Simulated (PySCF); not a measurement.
Electric field gradients and quadrupole coupling constants

Species: CClF (singlet state).
Numbering: `[F:1][C:2][Cl:3]`

Field gradients from the PBE0/pcSseg-1 density (PySCF, non-relativistic), principal values in atomic units, ordered |Vxx| ≤ |Vyy| ≤ |Vzz|:

| atom | Vxx | Vyy | Vzz |
| --- | --- | --- | --- |
| Cl3 | -0.2380 | -2.3221 | 2.5602 |

Problem. Find the asymmetry η = (Vxx − Vyy)/Vzz and the couplings χ = eQV/h (234.96 MHz × Q in barn × V in au), with Q(35Cl) = −0.0817 b.

Solution. 
```tsv
atom	environment	nucleus	η	χzz (MHz)	χxx (MHz)	χyy (MHz)
Cl3	chlorine bonded to C	35Cl	0.81	-49.15	4.57	44.58
```

Problem. What is Vzz at Cl3 in SI units (1 au = 9.71736 × 10²¹ V/m²)?

Solution. 2.5602 au = 24.878 × 10²¹ V/m².

Isolated species at its PBE0-D3(BJ)/def2-SVP geometry, gas phase. With a basis this small, the couplings can be 20 % off.

The run behind these numbers computed NMR shieldings as well. Hardware: Arm Neoverse V1, one thread, on a shared host. Cost: 2.0 s, 0.28 GiB resident at most.
